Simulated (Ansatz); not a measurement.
One stationary structure of MgO. Space group Fm-3m (No. 225), rock salt type. All values below come from r2SCAN (plane waves to 500 eV, PAW, scalar-relativistic; Ansatz, a quantum-chemistry and plane-wave program).

```cif
data_MgO
_chemical_formula_sum 'Mg1 O1'
_space_group_name_H-M_alt 'P 1'
_space_group_IT_number 1
_cell_length_a 2.97300
_cell_length_b 2.97300
_cell_length_c 2.97300
_cell_angle_alpha 60.000
_cell_angle_beta 60.000
_cell_angle_gamma 60.000
loop_
_space_group_symop_operation_xyz
  'x, y, z'
loop_
_atom_site_label
_atom_site_type_symbol
_atom_site_fract_x
_atom_site_fract_y
_atom_site_fract_z
_atom_site_occupancy
Mg1 Mg 0.00000 0.00000 0.00000 1
O1 O 0.50000 0.50000 0.50000 1
```

For MgO, the volume per atom is 9.29 Å³ and the band gap is 5.68 eV, direct at Γ (no spin-orbit coupling). The shortest distances comes out as Mg–O 2.10 Å; Mg–Mg 2.97 Å; O–O 2.97 Å and the k-mesh is 13×13×13.

No spin polarisation in the result.

Measured for MgO: a 4.189 Å (static lattice; corrected from measurement; as listed in Daniel Mejia-Rodriguez, S. B. Trickey, Phys. Rev. B (2018)); gap 8.36 eV (static lattice; corrected from measurement; as listed in Wei Chen et al., Physical Review Materials (2018)). Computed minus measured — a: r2SCAN +0.4 %; gap: r2SCAN -2.68 eV. The computed values are for a static lattice, and a measured gap can be an optical one, lowered by exciton binding.

It was reached from a disturbed copy of a P4/mmm (No. 123) cell, against which it lies -0.493 eV/atom.
